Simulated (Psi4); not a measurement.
# CEPA(1)/aug-cc-pVDZ run of CH6Al− ([AlMeH3]-)

What is the energy difference between two shapes of CH6Al− ([AlMeH3]-) at CEPA(1)/aug-cc-pVDZ? 

The results are computed with Psi4 1.11.

1 further run of the same task is left out (set aside as unsound or not needed).

## (1) The system as given

The species is CH6Al− (8 atoms), meant as a singlet with charge -1. As SMILES, `[H][Al-]([H])([H])[CH3]`. The shape comes from GFN2-xTB, which is rough for such elements, and wasn't checked as a minimum.

Bond lengths: Al1–C2 2.049 Å, C2–H3 1.100 Å, C2–H4 1.101 Å, C2–H5 1.101 Å, Al1–H6 1.625 Å, Al1–H7 1.624 Å, Al1–H8 1.626 Å. Some angles: Al1–C2–H3 113.7°, Al1–C2–H4 113.4°, Al1–C2–H5 113.6°, C2–Al1–H6 109.4°, C2–Al1–H7 109.4°, C2–Al1–H8 109.5°, H3–C2–H4 105.1°, H3–C2–H5 105.1°, H4–C2–H5 105.0°, H6–Al1–H7 109.5°.

## (2) The energy at CEPA(1)/aug-cc-pVDZ

input.inp reads:

```
memory 1600 MB

molecule mol {
  -1 1
  Al    -0.002930     0.003230    -0.986600
  C      0.001260    -0.004150     1.062630
  H     -1.002810     0.060270     1.507470
  H      0.563690     0.833970     1.501810
  H      0.450090    -0.909220     1.499150
  H      1.528860    -0.014950    -1.530090
  H     -0.750450     1.341990    -1.520820
  H     -0.787700    -1.311140    -1.533550
  no_reorient
  no_com
}

set {
  reference rhf
  scf_type direct
  freeze_core true
}

energy_value = energy('cepa(1)/aug-cc-pVDZ')
```

On the command line:

```bash
psi4 input.inp input.out -n 1
```

input.out:

```text
[...]
  Running in c1 symmetry.
[...]
  Nuclear repulsion =   55.212214517697362
[...]
  Multiplicity = 1
[...]
  Nalpha       = 13
  Nbeta        = 13
[...]
    Number of basis functions: 104
[...]
   @DF-RHF iter   1:  -283.13849384240893   -8.15707e-01   4.45606e-03 DIIS/ADIIS
[...]
   @RHF iter  14:  -283.27822075752431   -9.94760e-12   5.51296e-09 DIIS
[...]
    Orbital Energies [Eh]
    ---------------------
    Doubly Occupied:
       1A    -58.224128     2A    -11.013127     3A     -4.638377
       4A     -2.952876     5A     -2.952870     6A     -2.952610
       7A     -0.727095     8A     -0.354834     9A     -0.347044
      10A     -0.346836    11A     -0.196235    12A     -0.196095
      13A     -0.195879
[...]
  @RHF Final Energy:  -283.27822075752431
   => Energetics <=
    Nuclear Repulsion Energy =             55.2122145176973618
    One-Electron Energy =                -506.7848614620603485
    Two-Electron Energy =                 168.2944261868386775
    Total Energy =                       -283.2782207575243092
[...]
 Multipole Moments:
 ------------------------------------------------------------------------------------
     Multipole            Electronic (a.u.)      Nuclear  (a.u.)        Total (a.u.)
 ------------------------------------------------------------------------------------
 L = 1.  Multiply by 2.5417464519 to convert [e a0] to [Debye]
 Dipole X            :          0.0573627           -0.0545186            0.0028441
 Dipole Y            :         -0.0387257            0.0340340           -0.0046917
 Dipole Z            :         14.0685489          -12.3324472            1.7361017
 Magnitude           :                                                    1.7361104
[...]
      * SCS-MP2 total energy:                 -283.556306845846
[...]
      * MP2 total energy:                     -283.542710281430
[...]
```

Wall time 24 s (1 thread of Intel Xeon Platinum 8488C (Sapphire Rapids), shared host); peak memory 1.1 GiB.

## (3) The distorted shape at the same level

ch6al.in reads:

```
memory 1600 MB

molecule {
  -1 1
  Al
  C 1 2.136862
  H 2 1.101733 1 111.55033
  H 2 1.118947 3 102.27096 1 116.40672
  H 2 0.969516 3 115.41305 4 121.11187
  H 1 1.600885 2 114.10722 5 -58.3317
  H 1 1.689996 6 113.49614 2 123.0163
  H 1 1.73256 6 110.23108 7 116.40543
  no_reorient
  no_com
}

set globals {
  reference rhf
  scf_type direct
  freeze_core true
}

e, wfn = energy("cepa(1)/aug-cc-pVDZ", return_wfn=True)
```

On the command line:

```bash
psi4 -i ch6al.in -o ch6al.out -n 1
```

ch6al.out:

```text
[...]
  Running in c1 symmetry.
[...]
  Nuclear repulsion =   54.241831700825770
[...]
  Multiplicity = 1
[...]
  Nalpha       = 13
  Nbeta        = 13
[...]
    Number of basis functions: 104
[...]
   @DF-RHF iter   1:  -283.12072549825149   -8.45927e-01   4.49038e-03 ADIIS/DIIS
[...]
   @RHF iter  14:  -283.25962725148020   -1.24487e-11   6.78112e-09 DIIS
[...]
    Orbital Energies [Eh]
    ---------------------
    Doubly Occupied:
       1A    -58.243858     2A    -11.007377     3A     -4.654061
       4A     -2.968756     5A     -2.968716     6A     -2.968305
       7A     -0.739282     8A     -0.395244     9A     -0.348864
      10A     -0.336239    11A     -0.209007    12A     -0.184657
      13A     -0.177699
[...]
  @RHF Final Energy:  -283.25962725148020
   => Energetics <=
    Nuclear Repulsion Energy =             54.2418317008257702
    One-Electron Energy =                -504.5987903721471639
    Two-Electron Energy =                 167.0973314198411686
    Total Energy =                       -283.2596272514802536
[...]
 Multipole Moments:
 ------------------------------------------------------------------------------------
     Multipole            Electronic (a.u.)      Nuclear  (a.u.)        Total (a.u.)
 ------------------------------------------------------------------------------------
 L = 1.  Multiply by 2.5417464519 to convert [e a0] to [Debye]
 Dipole X            :         -0.0116554           -0.0869067           -0.0985621
 Dipole Y            :          0.7560403           -0.3639220            0.3921183
 Dipole Z            :         -1.0130388            2.1567519            1.1437131
 Magnitude           :                                                    1.2130749
[...]
      * SCS-MP2 total energy:                 -283.536570918172
[...]
      * MP2 total energy:                     -283.523074028500
[...]
```

It took 27 s on 1 thread of Intel Xeon Platinum 8488C (Sapphire Rapids), shared host; peak memory 1.1 GiB.

## (4) Outcome

Level: CEPA(1)/aug-cc-pVDZ, 6 core orbitals frozen.

```
                                                              quantity          value
                                             first shape: total energy  -283.58955 Eh
                      first shape: HOMO energy (Hartree–Fock orbitals)       -5.33 eV
                      first shape: LUMO energy (Hartree–Fock orbitals)        3.42 eV
    first shape: HOMO–LUMO gap (to an unbound level, set by the basis)        8.75 eV
              first shape: correlation energy (6 core orbitals frozen)     -311.3 mEh
                                         distorted shape: total energy  -283.56995 Eh
                  distorted shape: HOMO energy (Hartree–Fock orbitals)       -4.84 eV
                  distorted shape: LUMO energy (Hartree–Fock orbitals)        3.39 eV
distorted shape: HOMO–LUMO gap (to an unbound level, set by the basis)        8.23 eV
          distorted shape: correlation energy (6 core orbitals frozen)     -310.3 mEh
                                energy change with the atoms displaced       0.533 eV
```

In words: With the atoms displaced the energy rises by 0.53 eV (51.5 kJ/mol). The first shape isn't relaxed at this level, so the change isn't measured from a minimum.
